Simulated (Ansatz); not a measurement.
# BSiCl (triplet): wave-function methods side by side, cc-pVDZ

An exercise on one series of results from a longer session: the logs are not shown, and one member is left open.

The runs use Ansatz 0.2.0, Gaussian basis; cc-pVDZ, core rule «outside noble gas», up to 11 orbitals frozen.

Plan: UHF; CCSD(T) on ROHF; CCSD(T) on UHF; BCCD(T) on ROHF; CISD; CCSDT(Q) on ROHF; CCSDT(Q) on UHF; CASSCF and MRCISD+Q, 12 electrons in 11 orbitals; CASSCF and NEVPT2, 12 electrons in 11 orbitals.

27 further runs of the same task are left out: 1 for a known fault of the program, 16 that didn't finish, 10 set aside as unsound or not needed.

## The system

The geometry is a PBE0/def2-TZVP stationary point (not a proven minimum) of the parent state, kept for this charge and spin.

3 atoms, charge 0, spin multiplicity 3.

Atoms are counted from 1 here; the program's logs count them from 0.

Bond lengths: Cl1–B2 1.685 Å, B2–Si3 1.896 Å. Angles: Cl1–B2–Si3 180.0°.

Set-up of the first run:

in.yaml reads:

```yaml
crystal:
  periodic: [false, false, false]
  atoms:
    - {symbol: Cl, position_ang: [0.000000, 0.000000, 1.755629]}
    - {symbol: B, position_ang: [0.000000, 0.000000, 0.070266]}
    - {symbol: Si, position_ang: [0.000000, 0.000000, -1.825895]}
basis:
  gaussian: {orbitals: cc-pVDZ}
magnetization: {spin_polarized: true, initial_magnetization: 2}
hamiltonian: {xc: hf}
output: {orbitals: {seedname: orbitals}}
```

Run with:

```
> ansatz run in.yaml --threads 1 --pin off --events-out ev --progress --plain --max-ram 2393MiB
```

Among the steps run: UHF; CCSD(T) on ROHF; CCSD(T) on UHF; BCCD(T) on ROHF; CISD; CCSDT(Q) on ROHF; CCSDT(Q) on UHF; CASSCF and MRCISD+Q, 12 electrons in 11 orbitals; CASSCF and NEVPT2, 12 electrons in 11 orbitals.

One table of the session follows, with a row left open; its other results are not shown here.

| method | from UCCSDT(Q) (kcal/mol) |
| --- | --- |
| ROHF | +196.69 |
| UHF | +194.08 |
| RMP2 | +29.42 |
| UMP2 | +29.94 |
| CISD | ? |
| RCCSD | +8.39 |
| UCCSD | +8.30 |
| RCCSD(T) | +1.49 |
| UCCSD(T) | +1.50 |
| BCCD(T) | +1.44 |
| RCCSDT | +0.54 |
| UCCSDT | +0.53 |
| RCCSDT(Q) | +0.05 |
| UCCSDT(Q) | 0 |
| CASSCF valence | +147.95 |
| NEVPT2 valence | +28.03 |
| MRCISD valence | +14.22 |
| MRCISD+Q valence | +0.98 |

Estimate the missing values for CISD.

As computed: from UCCSDT(Q) (kcal/mol): +27.81. In the column «from UCCSDT(Q) (kcal/mol)» it lies between MRCISD valence (+14.22) and NEVPT2 valence (+28.03).

Caveats from the session: Restricted and unrestricted rows rest on different reference determinants; where their highest levels disagree by more than a few hundredths of an eV, they describe different states and don't form one ladder.
